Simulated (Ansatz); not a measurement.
Process, species as SMILES: F atom → [F-] (an electron is taken up)
B3LYP-D3(BJ)/def2-TZVP geometries, fixed; electronic energies without zero-point terms; positive where energy is released.

The adiabatic electron affinity at MP2 with Ansatz (a program for electronic structure), in eV, split into its Hartree-Fock and correlation parts. Cores are frozen. Open shells are unrestricted. No added dispersion term, no relativity. Functions are those of the species that has most.

```
basis        X  functions  Hartree-Fock    MP2
-----------  -  ---------  ------------  -----
aug-cc-pVDZ  2         23         1.284  3.544
aug-cc-pVTZ  3         46         1.195  3.640
aug-cc-pVQZ  4         80         1.180  3.712
aug-cc-pV5Z  5        127         1.175  3.742
```

Worked estimate of the basis-set limit from each neighbouring pair, with Hartree-Fock from the larger set and the correlation part extrapolated as X^-3.
Correlation parts: X = 2: 2.260, X = 3: 2.445, X = 4: 2.532, X = 5: 2.567.
- (2,3): (27·(2.445) - 8·(2.260))/19 = 2.523; with Hartree-Fock 1.195 the estimate is 3.718 eV.
- (3,4): (64·(2.532) - 27·(2.445))/37 = 2.595; with Hartree-Fock 1.180 the estimate is 3.775 eV.
- (4,5): (125·(2.567) - 64·(2.532))/61 = 2.604; with Hartree-Fock 1.175 the estimate is 3.779 eV.
The last two estimates differ by 0.003 eV; the largest set lies 0.037 from the last. Over the last step Hartree-Fock moves by -0.005 and the correlation part by 0.035.
